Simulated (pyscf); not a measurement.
`[GeH3][O][GeH3]` + `[OH2]` -> `[OH][GeH2][O][GeH3]` + `[H][H]` (four-centre exchange; singlet surface; Ge–H, H–O broken, Ge–O, H–H formed). Optimised with ωB97X-D3(BJ)/def2-SVP in PySCF. Rate constants from transition-state theory, ωB97M-D3(BJ)/def2-TZVP energies (ideal gas, 1 atm, RRHO with modes under 100 cm⁻¹ raised to 100, one conformer, R ln 2 for chiral ones without a mode under 150 cm⁻¹; no tunnelling), k in cm³ molecule⁻¹ s⁻¹.

```json
[
 {"T (K)": "298", "1000/T": "3.354", "log10 k": "-43.84"},
 {"T (K)": "600", "1000/T": "1.667", "log10 k": "-28.45"},
 {"T (K)": "900", "1000/T": "1.111", "log10 k": "?"},
 {"T (K)": "1200", "1000/T": "0.833", "log10 k": "-20.41"}
]
```

Fit an Arrhenius line to the three values, give the activation energy, and predict k at 900 K.

Least squares gives log10 k = -12.81 − 9.27 × 1000/T, so Ea = 9.27 × ln 10 × 1.987 = 42.4 kcal/mol, against an electronic barrier of 42.3. At 900 K the line gives -23.11; the computed value is -23.18 (ΔG‡ = 72.2 kcal/mol), a factor 1.2 under the line, since the plot is curved. One saddle was located; it need not be the lowest between these sides. Elements up to Kr have no core potential and no relativistic terms here.
